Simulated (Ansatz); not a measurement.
The input, for Ansatz 0.2.0:

```yaml
crystal:
  periodic: [false, false, false]
  atoms:
    - {symbol: Sb, position_ang: [0.002061, -0.019514, -0.000122]}
    - {symbol: H, position_ang: [-0.162813, 1.194827, -1.198777]}
    - {symbol: H, position_ang: [-0.086192, 1.162422, 1.213522]}
basis:
  gaussian: {orbitals: def2-TZVPP}
total_charge: 1
magnetization: {spin_polarized: false}
correlation: {method: mp2, electrons: outside_noble_gas}
scf: {lower_state_search: off}
```

```sh
$ ansatz run in.yaml --threads 1 --pin off --events-out ev --progress --plain --max-ram 2393MiB
```

Log:

```
these checks for a lower state are left out or cut short: stability, starts, cluster_reference, orbital_swaps, neighbouring_geometries, increment
609 factors; integrals over basis functions are off by at most 7.3e-4 eV
mean field evaluation 1: about -6533.1714 eV, gradient 9.4e0 eV
mean field evaluation 2: about -6533.1717 eV, gradient 9.4e0 eV
mean field evaluation 4: about -6533.4876 eV, gradient 9.3e-1 eV
mean field evaluation 8: about -6533.4911 eV, gradient 9.8e-4 eV
mean field -6533.49109279 eV, -240.1013691006 hartree, gradient 2.3e-6 eV, S^2 0.000000; 0 other end points of the search recorded, 0 dependent functions left out
9 core orbitals not correlated: weight in the atoms' cores, before any rotation towards them, 0.999 or more for the frozen orbitals, at most 0.000 for the correlated occupied ones
reference -6533.49109279 eV, -240.1013691006 hartree; 3, 3 occupied and 66, 66 virtual orbitals, 609 factors
second order -2.71389215 eV of doubles, -0.00000000 eV of singles
Total energy: -6536.20498494 eV, -240.2011027976 hartree
Checks for a lower state left out: stability, starts, cluster_reference, orbital_swaps, neighbouring_geometries, increment
```

Ran on 1 thread of Intel Xeon 6975P-C, shared host: 0.42 s wall, 0.11 GiB peak host memory.
